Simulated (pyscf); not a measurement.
Optimised with ωB97X-D3(BJ)/def2-SVP in PySCF.

### Question
How much does it cost (ΔH, 298 K, ωB97M-D3(BJ)/def2-TZVP) to split Cl–SiH₂–SiH(Cl)–Cl at its H–Si bond into Cl–SiH₂–Si•(Cl)–Cl + H•?

### Answer
H–Si to Cl–SiH₂–Si•(Cl)–Cl + H•: 87.8 kcal/mol. The 7 functionals that were run give +80.6 (PBE) to +87.8 kcal/mol (ωB97M-D3(BJ)). Other isomers of Cl–SiH₂–Si•(Cl)–Cl were not searched in full and may lie lower.
